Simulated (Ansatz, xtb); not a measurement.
**CH5NaSi: which of two structures lies lower**

Structure a is a singlet given by its coordinates and structure b is `C[SiH2][Na]`, a singlet. Both are isolated molecules in the gas phase, relaxed with PBE0-D3(BJ)/def2-SVP.

a (Å):

| atom | x (Å) | y (Å) | z (Å) |
| --- | --- | --- | --- |
| C | 0.1108 | 0.4934 | -0.4553 |
| Na | 1.5271 | 1.9552 | 0.6445 |
| Si | 0.7545 | -1.2075 | -0.2108 |
| H | 0.0195 | -2.3797 | -0.8243 |
| H | 0.8469 | -1.5511 | 1.2573 |
| H | 2.1665 | -1.3373 | -0.7315 |
| H | -0.9066 | 0.6077 | -0.0409 |
| H | 0.0800 | 0.7677 | -1.5248 |

Close contacts (Å): C1–Na2 2.31, C1–Si3 1.84, Na2–Si3 3.37, C1–H7 1.10, C1–H8 1.10, Si3–H4 1.51, Si3–H5 1.51, Si3–H6 1.51.

b (Å):

```xyz
8

C     0.1605    0.3397   -0.8744
Na    1.0848    1.4170    2.9108
Si   -0.5889    0.5327    0.8794
H    -1.2242   -0.8087    1.1845
H     0.9938   -0.3806   -0.8662
H     0.5564    1.3011   -1.2380
H    -1.8034    1.4191    0.6919
H    -0.5894   -0.0155   -1.5991
```

Q: Which of the two would you expect CCSD(T)/def2-TZVP electronic energies to favour?

A: Structure b; the calculation gives E(b) − E(a) = −8.5 kcal/mol.

Level by level:

| level | geometry | E(b) − E(a) (kcal/mol) | departure from the last row (kcal/mol) | job, with rough time for the two |
| --- | --- | --- | --- | --- |
| GFN2-xTB | GFN2-xTB | −12.1 | −3.6 | optimisation, 0.2 s |
| HF/STO-3G | GFN2-xTB | −13.5 | −5.0 | single point, 0.24 s |
| r2SCAN-D4/def2-SVP | GFN2-xTB | −9.2 | −0.6 | single point, 4.5 s |
| PBE0-D3(BJ)/def2-SVP | PBE0-D3(BJ)/def2-SVP | −11.3 | −2.8 | optimisation, 25 s |
| HF/def2-TZVP | PBE0-D3(BJ)/def2-SVP | −9.8 | −1.2 | part of the CCSD(T) run |
| MP2/def2-TZVP | PBE0-D3(BJ)/def2-SVP | −6.5 | +2.0 | part of the CCSD(T) run |
| CCSD(T)/def2-TZVP | PBE0-D3(BJ)/def2-SVP | −8.5 |  | single point, 46 s |

The levels shown agree on the order. The largest departure from CCSD(T)/def2-TZVP is that of HF/STO-3G, 5.0 kcal/mol.

With harmonic frequencies from PBE0-D3(BJ)/def2-SVP (ideal gas, rigid rotor, one conformer each, 298.15 K, 1 atm): on the last row, ΔE + ΔZPE = −6.4, ΔH = −6.3, ΔG = −6.5 kcal/mol.

The correlated steps freeze 7 core orbitals; the last core shell of Na is correlated, in a basis made for valence electrons. Codes used: Ansatz 0.2.0, xtb 6.7.1; the last row on 1 thread of Arm Neoverse V2 on a shared host.
